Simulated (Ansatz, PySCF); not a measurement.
Reaction (SMILES): ClB(Cl)Cl [trichloroborane] → ClB(Cl)Cl as doublet, charge -1 (an electron is taken up)
Each molecule is optimised on its own at B3LYP-D3(BJ)/def2-TZVP (Ansatz, an electronic-structure program). A spin state is the lowest found, not a proven ground state.

Property: adiabatic electron affinity (0 K, with B3LYP-D3(BJ) harmonic zero-point energies from PySCF), positive where the reaction releases energy, in eV. Cores are frozen in the correlated levels unless marked. UHF or UKS for open shells. No spin-orbit coupling. No relativistic terms. Anions need diffuse functions: aug- sets have them; def2-D sets add few. CBS(X,Y): correlation extrapolated as X^-3; Hartree-Fock from the larger set. [CCSD(T)-MP2]/basis is that difference in the basis named.

| level | program | adiabatic electron affinity (eV) |
|---|---|---|
| BLYP/def2-TZVPD | Ansatz | … |
| r2SCAN/def2-TZVPD | Ansatz | 0.66 |
| r2SCAN-D3(BJ)/def2-TZVPD | Ansatz + dftd3 | 0.66 |
| TPSSh-D4/def2-TZVPD | PySCF + dftd4 | … |
| RI-MP2/CBS(aug-cc-pV(T+d)Z,aug-cc-pV(Q+d)Z)+[CCSD(T)-MP2]/aug-cc-pV(D+d)Z | Ansatz | 0.53 |

Q: What belongs in the gaps?

A: 
- BLYP/def2-TZVPD, adiabatic electron affinity (eV): 0.50
- TPSSh-D4/def2-TZVPD, adiabatic electron affinity (eV): 0.65
